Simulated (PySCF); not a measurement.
How the functional moves excitation energies

Compound: methyl formate, C2H4O2.
SMILES with atom numbers: `[CH3:1][O:2][CH:3]=[O:4]` (hydrogens: H5, H6, H7 on C1; H8 on C3)

Linear-response calculations in the def2-SVPD basis (PySCF; singlets by full response, triplets Tamm–Dancoff, core orbitals frozen in the response; HF means time-dependent Hartree–Fock). 'Strongest' is the level of largest summed f among the singlets computed (10 roots, of which the last may lack a degenerate partner); it can jump between rows when another state enters that window. S1 is the lowest singlet of each run and needn't be the same state throughout; f(S1) is that of one state. Isolated species at its PBE0-D3(BJ)/def2-SVP geometry (one conformer only).

```tsv
functional	kind	S1 (eV)	f(S1)	strongest (eV)	T1 (eV)	HOMO (eV)	gap (eV)	ionisation energy, ΔSCF (eV)
LDA	LDA	5.69	0.002	8.13	5.19	-6.97	5.43	11.18
PBE	GGA	5.73	0.002	8.11	5.15	-6.79	5.51	10.92
B3LYP	global hybrid, 20% exact exchange	5.86	0.002	8.02	5.31	-8.23	7.80	11.13
PBE0	global hybrid, 25% exact exchange	5.92	0.002	9.33	5.32	-8.48	8.37	11.04
BHandHLYP	global hybrid, 50% exact exchange	6.11	0.002	10.36	5.55	-10.15	11.24	10.97
CAM-B3LYP	range-separated hybrid	5.91	0.002	8.40	5.35	-9.99	11.07	11.20
wB97X-D	range-separated hybrid	5.96	0.002	8.22	5.44	-10.43	12.25	11.14
HF	Hartree–Fock	6.59	0.002	9.34	6.05	-12.82	15.31	not settled
```

Problem. What does LC-wPBE (range-separated hybrid) give?

Solution. S1 (eV) 5.93, f(S1) 0.002, strongest (eV) 8.38, T1 (eV) 5.33, HOMO (eV) -11.29, gap (eV) 13.63, ionisation energy, ΔSCF (eV) 11.24. S1 runs from 5.69 eV (LDA) to 6.59 eV (HF), a spread of 0.89 eV, while the orbital gap spreads over 9.9 eV. Along PBE (0%), B3LYP (20%), PBE0 (25%), BHandHLYP (50%), HF (100%) S1 rises with the share of exact exchange. −ε(HOMO) comes closest to its own ΔSCF ionisation energy with LC-wPBE (+0.05 eV) and misses most with LDA (-4.22 eV). 'Not settled' means that the ion's SCF failed to converge or may have ended in another state than the lowest.
